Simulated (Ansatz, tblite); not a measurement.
# C₁₆H₁₀: one state, many levels

How do method and basis change the picture of C₁₆H₁₀ (singlet)?

Method: as each input shows; program: Ansatz 0.2.0, Gaussian basis.

Levels to be run: GFN1-xTB, GFN2-xTB, PBE-D4/def2-TZVP, r2SCAN-D4/def2-TZVP, PBE-D4/def2-SVP, PBE0-D4/def2-SVP, MP2/def2-SVP.

3 further runs of the same task are left out: 3 that didn't finish. Runs told in other sessions of the task aren't counted.

## 1. The geometry

The singlet was relaxed beforehand with PBE-D4/def2-SVP.

SMILES `c1ccc2cc3ccccc4cc(c1)c2c43`, 26 atoms, charge 0, spin multiplicity 1.

Bond lengths: C1–C2 1.430 Å, C1–C14 1.402 Å, C1–H17 1.103 Å, C2–C3 1.402 Å, C2–H18 1.103 Å, C3–C4 1.413 Å, C3–H19 1.103 Å, C4–C5 1.434 Å, C4–C15 1.443 Å, C5–C6 1.434 Å, C5–H20 1.098 Å, C6–C7 1.413 Å, C6–C16 1.443 Å, C7–C8 1.402 Å, C7–H21 1.103 Å, C8–C9 1.430 Å, C8–H22 1.103 Å, C9–C10 1.402 Å and more. Angles: C2–C1–C14 132.8°, C2–C1–H17 113.0°, C14–C1–H17 114.2°, C1–C2–C3 132.8°, C1–C2–H18 113.0°, C3–C2–H18 114.2°, C2–C3–C4 124.7°, C2–C3–H19 116.9°, C4–C3–H19 118.4°, C3–C4–C5 131.7°, C3–C4–C15 122.0°, C5–C4–C15 106.3°, C4–C5–C6 108.6°, C4–C5–H20 125.7°, C6–C5–H20 125.7°, C5–C6–C7 131.7°, C5–C6–C16 106.3°, C7–C6–C16 122.0° and more.

Geometry (Å):

```mol
C16H10
  3D, bonds by distance, orders not assigned

 26 29  0  0  0  0  0  0  0  0999 V2000
    3.6275   -0.3401    0.0033 C   0  0
    3.4754    1.0389   -0.3414 C   0  0
    2.3513    1.8571   -0.5231 C   0  0
    1.0128    1.4261   -0.3846 C   0  0
   -0.2338    2.1198   -0.5313 C   0  0
   -1.3023    1.1984   -0.2743 C   0  0
   -2.7060    1.3596   -0.2823 C   0  0
   -3.6274    0.3403   -0.0025 C   0  0
   -3.4753   -1.0385    0.3429 C   0  0
   -2.3513   -1.8570    0.5234 C   0  0
   -1.0128   -1.4266    0.3828 C   0  0
    0.2338   -2.1203    0.5296 C   0  0
    1.3023   -1.1990    0.2720 C   0  0
    2.7060   -1.3599    0.2812 C   0  0
    0.6804    0.0665   -0.0342 C   0  0
   -0.6805   -0.0674    0.0308 C   0  0
    4.6831   -0.6561    0.0598 H   0  0
    4.4393    1.5541   -0.4922 H   0  0
    2.5384    2.9099   -0.7921 H   0  0
   -0.3508    3.1794   -0.7961 H   0  0
   -3.1188    2.3532   -0.5233 H   0  0
   -4.6830    0.6567   -0.0576 H   0  0
   -4.4393   -1.5531    0.4961 H   0  0
   -2.5384   -2.9093    0.7944 H   0  0
    0.3505   -3.1797    0.7953 H   0  0
    3.1189   -2.3532    0.5234 H   0  0
  1  2  8  0
  1 14  8  0
  1 17  8  0
  2  3  8  0
  2 18  8  0
  3  4  8  0
  3 19  8  0
  4  5  8  0
  4 15  8  0
  5  6  8  0
  5 20  8  0
  6  7  8  0
  6 16  8  0
  7  8  8  0
  7 21  8  0
  8  9  8  0
  8 22  8  0
  9 10  8  0
  9 23  8  0
 10 11  8  0
 10 24  8  0
 11 12  8  0
 11 16  8  0
 12 13  8  0
 12 25  8  0
 13 14  8  0
 13 15  8  0
 14 26  8  0
 15 16  8  0
M  END
```

PBE0-D4/def2-TZVP was run before; its log isn't repeated, and its numbers join the tables.

## 2. GFN1-xTB

Tight binding, by tblite at 300 K electronic temperature and without a spin-polarisation term:

```python
tblite.interface.Calculator('GFN1-xTB', numbers, positions, charge=0, uhf=0).singlepoint()
```

Energy -1064.4798 eV, HOMO -10.37 eV, LUMO -8.73 eV; 0.017 s.

## 3. GFN2-xTB

Tight binding, by tblite at 300 K electronic temperature and without a spin-polarisation term:

```python
tblite.interface.Calculator('GFN2-xTB', numbers, positions, charge=0, uhf=0).singlepoint()
```

Energy -1068.5047 eV, HOMO -9.33 eV, LUMO -7.74 eV; 0.014 s.

## 4. PBE-D4/def2-TZVP

start.molden holds the orbitals of an earlier run on this state, given as this run's starting guess.

Input file in.yaml:

```yaml
crystal:
  periodic: [false, false, false]
  atoms:
    - {symbol: C, position_ang: [3.627458, -0.340115, 0.003263]}
    - {symbol: C, position_ang: [3.475378, 1.038928, -0.341385]}
    - {symbol: C, position_ang: [2.351257, 1.857138, -0.523071]}
    - {symbol: C, position_ang: [1.012754, 1.426093, -0.384578]}
    - {symbol: C, position_ang: [-0.233832, 2.119809, -0.531330]}
    - {symbol: C, position_ang: [-1.302287, 1.198355, -0.274301]}
    - {symbol: C, position_ang: [-2.706029, 1.359588, -0.282278]}
    - {symbol: C, position_ang: [-3.627415, 0.340325, -0.002493]}
    - {symbol: C, position_ang: [-3.475345, -1.038517, 0.342928]}
    - {symbol: C, position_ang: [-2.351251, -1.857034, 0.523410]}
    - {symbol: C, position_ang: [-1.012796, -1.426559, 0.382753]}
    - {symbol: C, position_ang: [0.233797, -2.120277, 0.529615]}
    - {symbol: C, position_ang: [1.302256, -1.198975, 0.272003]}
    - {symbol: C, position_ang: [2.706040, -1.359864, 0.281191]}
    - {symbol: C, position_ang: [0.680430, 0.066461, -0.034218]}
    - {symbol: C, position_ang: [-0.680483, -0.067367, 0.030752]}
    - {symbol: H, position_ang: [4.683057, -0.656140, 0.059793]}
    - {symbol: H, position_ang: [4.439324, 1.554126, -0.492170]}
    - {symbol: H, position_ang: [2.538437, 2.909894, -0.792104]}
    - {symbol: H, position_ang: [-0.350772, 3.179404, -0.796124]}
    - {symbol: H, position_ang: [-3.118794, 2.353196, -0.523282]}
    - {symbol: H, position_ang: [-4.682973, 0.656734, -0.057579]}
    - {symbol: H, position_ang: [-4.439251, -1.553069, 0.496143]}
    - {symbol: H, position_ang: [-2.538357, -2.909297, 0.794415]}
    - {symbol: H, position_ang: [0.350535, -3.179682, 0.795280]}
    - {symbol: H, position_ang: [3.118874, -2.353156, 0.523359]}
basis:
  gaussian: {orbitals: def2-TZVP, initial_orbitals: start.molden}
hamiltonian: {xc: pbe, dispersion: d4}
scf: {omitted_lower_state_checks: [starts]}
output: {forces: true, orbitals: {seedname: orbitals}}
```

Run with:

```sh
$ ansatz run in.yaml --threads 4 --pin off --events-out ev --progress --plain --max-ram 6963MiB
```

After this run come: r2SCAN-D4/def2-TZVP; PBE-D4/def2-SVP; PBE0-D4/def2-SVP; MP2/def2-SVP.

Q: Predict the results of all the runs planned. Wanted: gap in def2-TZVP, named functionals, smallest and largest; correlation energy, MP2/def2-SVP; binding an atom, functionals in def2-TZVP; PBE0 total energy, smallest basis above largest.

As calculated:

| quantity | value |
| --- | --- |
| gap in def2-TZVP, named functionals, smallest and largest | 1.81 eV (PBE-D4), 3.30 eV (PBE0-D4) |
| correlation energy, MP2/def2-SVP | -56.77 eV |
| binding an atom, functionals in def2-TZVP | 5.46 (r2SCAN-D4) to 5.65 eV (PBE-D4) |
| PBE0 total energy, smallest basis above largest | 17.16 eV (def2-SVP, def2-TZVP) |

What this shows: Orbital gaps of the named functionals in def2-TZVP span 1.81 eV (PBE-D4) to 3.30 eV (PBE0-D4); exact exchange widens it.
